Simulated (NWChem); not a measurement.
# Spin states of nitric oxide (NO)

```xyz
2

N      0.0000     0.0000     0.6093
O      0.0000     0.0000    -0.5331
```
Charge 0, spin multiplicity 2.

All runs are NWChem calculations. The geometry was optimised at UPBE0/def2-SVP, a minimum by its harmonic frequencies.

Basis set: def2-TZVP. The gap is E(quartet) − E(doublet) at the geometry of the doublet, so a negative value puts the higher spin lower. Open shells are unrestricted. The quartet is the single determinant that the SCF runs reached, with unpaired electrons in orbitals of symmetry a1 and b1 and b2 (C2v labels); it need not be the lowest quartet, which in molecules with degenerate π orbitals can need several determinants.

The correlated methods keep 2 core orbitals frozen. The unpaired electrons of the parent sit in orbitals of symmetry b1 (C2v labels of the run); other states weren't searched. No SCF solution was tested for a lower state. Open-shell Hartree-Fock references start from PBE0 orbitals.

### Question
One of these methods gave a vertical doublet-quartet gap of 119.0 kcal/mol. Which?
A. MP2
B. HF
C. B2PLYP
D. PBE

### Answer
B, HF. The others give 146.4 (B2PLYP), 141.7 (PBE), 151.1 (MP2).
